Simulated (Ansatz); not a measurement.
A nudged elastic band was laid between two geometries of BH3O (5 atoms, charge 0, multiplicity 1).

The calculation used RKS B3LYP-D4/def2-TZVP (Ansatz).

```yaml
movable_images: 7
climbing_image: yes
spring: 5.0 eV/Å²
optimiser: quadratic models (default)
start_path: through a guess of the saddle point
force_threshold: 0.05 eV/Å
iteration_limit: 60
end_points: relaxed
```

Initial state:

```xyz
5
Properties=species:S:1:pos:R:3
B 0.261 -0.078 0.116
H 0.160 -0.195 1.303
H 1.288 0.216 -0.414
O -0.805 -0.278 -0.690
H -1.613 -0.512 -0.222
```

Final state:

```xyz
5
Properties=species:S:1:pos:R:3
B -1.360 -0.268 0.733
H 1.860 0.223 0.725
H 2.421 0.276 0.238
O -1.449 -0.340 -0.557
H -2.181 -0.739 -1.045
```

Task: What changes between the two ends?

Result: Bonds broken: B1–H2, B1–H3. Bonds formed: H2–H3. BH3O becomes BHO + H2.

Task: What energy profile does the band end with?

Result: The forces met the threshold. The highest image is number 3 of 0 to 8, 93.4 kcal/mol above the first end and 31.5 kcal/mol above the last; the last end lies 61.8 kcal/mol above the first. Neighbouring images differ by up to 1.9 eV, so the band resolves the path poorly. A vibrational analysis at the climbing image gives one clearly imaginary mode, 1445i cm⁻¹: a first-order saddle point. The orbitals stay closed-shell, which can raise the energy where a bond breaks towards radicals; this wasn't checked here.

| image | path coordinate (Å) | energy (kcal/mol) | B1–H2 (Å) | B1–H3 (Å) | H2–H3 (Å) |
| --- | --- | --- | --- | --- | --- |
| 0 | 0.00 | 0.0 | 1.20 | 1.19 | 2.10 |
| 1 | 0.44 | 10.0 | 1.18 | 1.18 | 1.85 |
| 2 | 0.89 | 53.6 | 1.15 | 1.30 | 1.43 |
| 3 | 1.33 | 93.4 | 1.23 | 1.62 | 1.07 |
| 4 | 1.80 | 76.1 | 1.63 | 2.05 | 0.79 |
| 5 | 2.26 | 66.3 | 2.09 | 2.53 | 0.75 |
| 6 | 2.73 | 62.8 | 2.56 | 3.02 | 0.74 |
| 7 | 3.19 | 62.0 | 2.97 | 3.50 | 0.74 |
| 8 | 3.66 | 61.8 | 3.26 | 3.85 | 0.74 |

Task: What is the geometry of the highest image?

Result: 
```xyz
5
Properties=species:S:1:pos:R:3
B -0.229 -0.194 0.485
H 0.883 0.057 0.939
H 1.266 0.129 -0.062
O -0.846 -0.319 -0.689
H -1.783 -0.520 -0.580
```

Run time: 64 s on 1 thread of Intel(R) Xeon(R) 6975P-C (Granite Rapids), with other jobs on the host, peak memory 0.13 GiB.
